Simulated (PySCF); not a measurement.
C3H5N3.
Atom-mapped SMILES: `[CH3:1][n:2]1[cH:3][n:4][cH:5][n:6]1` (hydrogens: H7, H8, H9 on C1; H10 on C3; H11 on C5)

Level of theory: PBE0-D3(BJ)/def2-SVP geometry optimisation, gas phase (PySCF).

(1) What internal coordinates does the optimisation give?

## Answers

(1) 
| bond | length (pm) |
| --- | --- |
| C1–N2 | 143.8 |
| N2–C3 | 134.9 |
| C3–N4 | 131.5 |
| N4–C5 | 135.3 |
| C5–N6 | 132.1 |
| N2–N6 | 133.6 |
| C1–H7, C1–H8, C1–H9 | 109.8 |
| C3–H10 | 109.0 |
| C5–H11 | 109.0 |

Bonds in one row agree within 1 pm and their mean is given. A selection of angles:
| angle | degrees |
| --- | --- |
| N2–C1–H7 | 110.2 |
| H7–C1–H8 | 109.3 |
| C1–N2–C3 | 129.3 |
| C1–N2–N6 | 121.0 |
| C3–N2–N6 | 109.7 |
| N2–C3–N4 | 110.1 |
| N2–C3–H10 | 123.0 |
| N4–C3–H10 | 126.9 |
| C3–N4–C5 | 102.6 |
| N4–C5–N6 | 114.8 |
| N4–C5–H11 | 123.5 |
| N6–C5–H11 | 121.7 |
| N2–N6–C5 | 102.7 |

N4 (pyridine-type nitrogen) is bent (angle 102.6°). The 5-membered ring N2–C3–N4–C5–N6 has internal angles of 102.6° to 114.8° (sum 540°, against 540° for a flat polygon); it is planar, 0.00 Å rms from its mean plane, widest ring torsion 0°. The 6 heavy atoms lie in one plane (0.000 Å rms). N2 (pyrrole-type nitrogen) is planar (angles 129.3°, 121.0° and 109.7°, sum 360.0°, 0.00 Å off the plane of its three neighbours). The C–N distances run from 1.315 Å (C3–N4, aromatic) to 1.438 Å (C1–N2, drawn single), a spread of 0.123 Å. N6 (pyridine-type nitrogen) is bent (angle 102.7°).

Point group: Cs (tolerance 0.08 Å). No PBE0-D3(BJ)/def2-SVP frequencies stand behind this structure, so it isn't proved a minimum.

On one thread, Arm Neoverse V1 (aarch64), no GPU, on a shared host, this took 57 s wall and 0.46 GiB of memory at its peak. This is the geometry optimisation.
